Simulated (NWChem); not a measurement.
# Basis-set convergence for diphosphorus (P₂)

```xyz
2

P      0.0000     0.0000     0.9577
P      0.0000     0.0000    -0.9577
```
Charge 0, spin multiplicity 1.

Everything below was run with NWChem. All single points use one geometry, from PBE/def2-SVP, a minimum by its harmonic frequencies.

Quantity: LUMO energy at the level PBE.

The Pople sets run with spherical d functions.

```csv
basis,functions,LUMO energy (eV)
6-31+G*,44,-3.53
def2-SVPD,48,___
6-311G**,52,-3.53
aug-pcseg-1,54,-3.52
aug-cc-pVDZ,54,-3.47
6-311++G**,60,-3.53
pcseg-2,68,-3.47
cc-pVTZ,68,-3.41
def2-TZVP,74,-3.41
def2-TZVPD,86,___
```

### Question
Complete the blanks.

### Answer

- def2-SVPD, LUMO energy (eV): -3.34
- def2-TZVPD, LUMO energy (eV): -3.46
